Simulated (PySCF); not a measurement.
Property card for `S=C=S`

CS2.
Geometry (PBE0-D3(BJ)/def2-SVP, Å), atoms numbered from 1 in this order:
```
atom  x, y, z in Å
S1    -1.5541    0.1790    0.0000
C2     0.0000    0.1035    0.0000
S3     1.5541    0.0280    0.0000
```

**PBE0-D3(BJ)/def2-SVP geometry optimisation, gas phase (PySCF)**

```yaml
Point_group: D∞h
Rotational_constant_B_linear: 3.265 GHz
```

From B3LYP/pcSseg-1 ground state and GIAO shieldings, non-relativistic (PySCF):

```yaml
Dipole_moment: 0.00 D
HOMO_energy: -7.67 eV
LUMO_energy: -2.15 eV
HOMO–LUMO_gap: 5.52 eV
13C_chemical_shifts_computed_TMS_as_zero_by_class: 208.7 (C2) ppm
Isotropic_shieldings_of_nuclei_other_than_C_and_H_by_class: 485 (S1/S3) ppm
```

Monoisotopic mass from the formula: 75.9441 u.

For a rigid linear rotor the levels are B·J(J + 1), so J = 1 lies 2B = 6.53 GHz above J = 0. Point group D∞h forbids a permanent dipole, so the rigid molecule has no electric-dipole pure rotational spectrum.

